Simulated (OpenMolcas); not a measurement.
How basis sets differ on OCS (carbonyl sulfide)

OCS has 3 atoms, charge 0, and is taken as a singlet. SMILES: `O=C=S`. Geometry: relaxed at PBE0-D4/def2-TZVP.

```
atom    x (Å)    y (Å)    z (Å)
   O   0.9220   0.6844   0.5821
   C   0.0967   0.0718   0.0611
   S  -1.0187  -0.7562  -0.6432
```

Quantity: the dipole moment, in D. The values are calculated.

**The experiment to reproduce.** NIST CCCBDB gives the dipole moment of the gas as 0.71 D.

```
                       level           kind     program  value (D)  computed − measured  CPU time
               B97-2/pcseg-0  global hybrid  OpenMolcas       0.41                -0.30     2.7 s
               B97-2/pcseg-1  global hybrid  OpenMolcas       0.66                -0.05     3.5 s
           B97-2/aug-pcseg-1  global hybrid  OpenMolcas       0.67                -0.04     6.4 s
               B97-2/pcseg-2  global hybrid  OpenMolcas       0.67                -0.04      11 s
           B97-2/aug-pcseg-2  global hybrid  OpenMolcas       0.74                +0.03      40 s
B97-2/pcseg-3 (RICD fitting)  global hybrid  OpenMolcas       0.74                +0.03      40 s
```

Nearest: B97-2/aug-pcseg-2 (+0.03 D), B97-2/pcseg-3 (RICD fitting) (+0.03 D); farthest: B97-2/pcseg-0 (-0.30 D). The measured dipole is a vibrational average, so differences of a few hundredths of a debye mean little. Magnitudes only: a small dipole may point the other way at some levels. Without the sets that lack polarisation functions the rows with a basis span only 0.66 to 0.74 D. CPU times are rough (shared hosts, several kinds of processor): they show what a rung costs within a factor of a few.
